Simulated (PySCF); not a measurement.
## How the functional moves excitation energies

Compound: diethyl sulfide, C₄H₁₀S.
Structure used (PBE0-D3(BJ)/def2-SVP), in Å, numbered top down from 1:
```
atom  x, y, z in Å
C1    -1.9846    0.2757   -0.2561
C2    -0.8646    1.1896    0.2032
S3     0.1909    0.5056    1.5123
C4     0.9740   -0.8979    0.6683
C5     1.8924   -0.5219   -0.4788
H6    -2.6144   -0.0302    0.5924
H7    -2.6221    0.7849   -0.9967
H8    -1.5958   -0.6374   -0.7323
H9    -1.2717    2.1086    0.6536
H10   -0.2375    1.5134   -0.6433
H11    1.5384   -1.3991    1.4703
H12    0.1992   -1.6119    0.3450
H13    2.3808   -1.4177   -0.8948
H14    1.3415   -0.0389   -1.3004
H15    2.6741    0.1758   -0.1434
```

Linear-response calculations in the def2-SVPD basis (PySCF; singlets by full response, triplets Tamm–Dancoff, core orbitals frozen in the response; HF means time-dependent Hartree–Fock). 'Strongest' is the level of largest summed f among the singlets computed (10 roots, of which the last may lack a degenerate partner); it can jump between rows when another state enters that window. S1 is the lowest singlet of each run and needn't be the same state throughout; f(S1) is that of one state. One conformer (not necessarily the lowest) at the PBE0-D3(BJ)/def2-SVP geometry, without solvent, vibrations or thermal averaging.

```json
{"functional": "LDA", "kind": "LDA", "S1 (eV)": "4.97", "f(S1)": "0.028", "strongest (eV)": "7.07", "T1 (eV)": "4.89", "HOMO (eV)": "-5.17", "gap (eV)": "4.94", "ionisation energy, ΔSCF (eV)": "8.47"}
{"functional": "PBE", "kind": "GGA", "S1 (eV)": "4.99", "f(S1)": "0.029", "strongest (eV)": "7.10", "T1 (eV)": "4.83", "HOMO (eV)": "-5.08", "gap (eV)": "4.96", "ionisation energy, ΔSCF (eV)": "8.30"}
{"functional": "B3LYP", "kind": "global hybrid, 20% exact exchange", "S1 (eV)": "5.42", "f(S1)": "0.000", "strongest (eV)": "7.61", "T1 (eV)": "5.07", "HOMO (eV)": "-6.06", "gap (eV)": "6.36", "ionisation energy, ΔSCF (eV)": "8.43"}
{"functional": "PBE0", "kind": "global hybrid, 25% exact exchange", "S1 (eV)": "5.56", "f(S1)": "0.000", "strongest (eV)": "7.90", "T1 (eV)": "5.13", "HOMO (eV)": "-6.27", "gap (eV)": "6.86", "ionisation energy, ΔSCF (eV)": "8.39"}
{"functional": "BHandHLYP", "kind": "global hybrid, 50% exact exchange", "S1 (eV)": "5.76", "f(S1)": "0.000", "strongest (eV)": "8.43", "T1 (eV)": "5.32", "HOMO (eV)": "-7.37", "gap (eV)": "8.46", "ionisation energy, ΔSCF (eV)": "8.34"}
{"functional": "CAM-B3LYP", "kind": "range-separated hybrid", "S1 (eV)": "5.60", "f(S1)": "0.000", "strongest (eV)": "8.22", "T1 (eV)": "5.19", "HOMO (eV)": "-7.62", "gap (eV)": "8.86", "ionisation energy, ΔSCF (eV)": "8.48"}
{"functional": "wB97X-D", "kind": "range-separated hybrid", "S1 (eV)": "5.70", "f(S1)": "0.000", "strongest (eV)": "8.39", "T1 (eV)": "5.33", "HOMO (eV)": "-8.13", "gap (eV)": "10.37", "ionisation energy, ΔSCF (eV)": "8.48"}
{"functional": "LC-wPBE", "kind": "range-separated hybrid", "S1 (eV)": "5.85", "f(S1)": "0.000", "strongest (eV)": "8.70", "T1 (eV)": "5.31", "HOMO (eV)": "-8.99", "gap (eV)": "11.33", "ionisation energy, ΔSCF (eV)": "8.53"}
{"functional": "HF", "kind": "Hartree–Fock", "S1 (eV)": "6.18", "f(S1)": "0.000", "strongest (eV)": "9.10", "T1 (eV)": "5.58", "HOMO (eV)": "-9.08", "gap (eV)": "11.68", "ionisation energy, ΔSCF (eV)": "not settled"}
```

S1 runs from 4.97 eV (LDA) to 6.18 eV (HF), a spread of 1.21 eV, while the orbital gap spreads over 6.7 eV. Along PBE (0%), B3LYP (20%), PBE0 (25%), BHandHLYP (50%), HF (100%) S1 rises with the share of exact exchange. −ε(HOMO) comes closest to its own ΔSCF ionisation energy with wB97X-D (-0.36 eV) and misses most with LDA (-3.31 eV). 'Not settled' means that the ion's SCF failed to converge or may have ended in another state than the lowest.
